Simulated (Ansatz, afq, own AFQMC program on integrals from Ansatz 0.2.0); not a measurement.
Integrals from Ansatz 0.2.0, then the random walk in our own AFQMC program (afq).

```yaml
crystal:
  periodic: [false, false, false]
  atoms:
    - {symbol: B, position_ang: [0.000000, -0.179775, 0.786527]}
    - {symbol: N, position_ang: [0.000000, 0.067403, -0.564987]}
    - {symbol: H, position_ang: [0.000000, 0.657847, 1.639246]}
    - {symbol: H, position_ang: [0.000000, 0.995722, -0.965199]}
    - {symbol: H, position_ang: [0.000000, -0.661987, -1.258945]}
basis:
  gaussian: {orbitals: cc-pVTZ}
total_charge: 1
magnetization: {spin_polarized: true, initial_magnetization: 2}
correlation: {method: ccsd_t, electrons: outside_noble_gas, hamiltonian_folder: ham}
```

```sh
$ ansatz run in.yaml --threads 1 --pin off --events-out ev --progress --plain --max-ram 16896MiB --backend cuda --devices 0, --max-vram 18GiB
```

afq runs on the folder ham with

```
--method phaseless --trial cisd --walkers 400 --populations 10 --least-time 60 --time-step 0.005 --steps-per-block 50 --equilibration-blocks 28 --max-blocks 4000 --target-error 0.00019 --factor-cut 1e-05 --start spin_pure --seed 4459 --release-times 0.24,0.51,0.99,1.62,2.4 --release-step 0.03 --release-every 3 --taylor-order 6
```

Times are imaginary, in 1/Eh. The walk had a cap of 216 s. With eight or more populations the least sampling time is a fifth of least-time, and the error comes from their spread.

Output of the walk:

```
orbitals 100  electrons 6 4  factors 582 of 582
reference energy -80.52263358 Eh
CCSD correlation -0.26018212 Eh in 10 cycles, weight of the determinant in the CISD state 0.9181
energy of the start -80.782612 Eh
 block  time / (1/Eh)  mean weight  energy / Eh
     1     0.250  1.0006  -80.781818
     2     0.500  1.0004  -80.784443
     3     0.750  1.0001  -80.786019
     4     1.000  1.0006  -80.788267
     5     1.250  0.9996  -80.788462
     7     1.750  1.0011  -80.790390
     9     2.250  0.9993  -80.791274
    11     2.750  0.9994  -80.788772
    21     5.250  0.9988  -80.791459
    31     7.750  0.9998  -80.789268
    41    10.250  0.9979  -80.791861
    51    12.750  1.0000  -80.791758
    56    14.000  1.0005  -80.787879
    61    15.250  1.0003  -80.790244
    71    17.750  0.9994  -80.792361
    81    20.250  1.0006  -80.790229
    91    22.750  0.9998  -80.792726
   101    25.250  0.9996  -80.790358
   111    27.750  1.0000  -80.788826
   121    30.250  0.9990  -80.789278
   131    32.750  1.0003  -80.789745
   141    35.250  0.9994  -80.790969
   151    37.750  1.0007  -80.791680
   161    40.250  1.0005  -80.789972
   171    42.750  1.0010  -80.791376
   181    45.250  1.0004  -80.789985
   191    47.750  0.9997  -80.789816
   201    50.250  0.9990  -80.788099
   211    52.750  1.0013  -80.789869
   216    54.000  1.0005  -80.790469
error from the spread of 10 populations
released: time / (1/Eh)  energy / Eh  error  mean overlap
  0.24  -80.790356  0.000176  0.9989
  0.51  -80.790372  0.000126  1.0019
  0.99  -80.790841  0.000139  0.9969
  1.62  -80.790623  0.000271  0.9963
  2.40  -80.790867  0.000267  0.9860
energy -80.790249 +/- 0.000186 Eh
(rows thinned)
```

The run passed its tests (sampling time, drift between the halves within three errors, error under three times the target), which doesn't prove that it has relaxed.

Against this walk (error 5.1 meV) on the same determinant: CCSD(T) 14.1 meV higher. The error is statistical and leaves out the bias of the constraint. Released to 2.40 1/Eh the energy moves by -17 ± 9 meV (both errors), within twice the noise.

Cautions: constraint bias not in the error; another spin lies lower (by 3.53 eV).

The walk took 65 s on 1 × NVIDIA H100 80GB HBM3 with 2 threads of AMD EPYC 7R13 Processor (Zen 3), with other jobs on the host (the card was shared). The log's last line is the phaseless energy.

A walk keeps the symmetry of its determinant, which the program's search chose and which needn't be the lowest solution, so a lower state of the same spin and another symmetry isn't excluded.
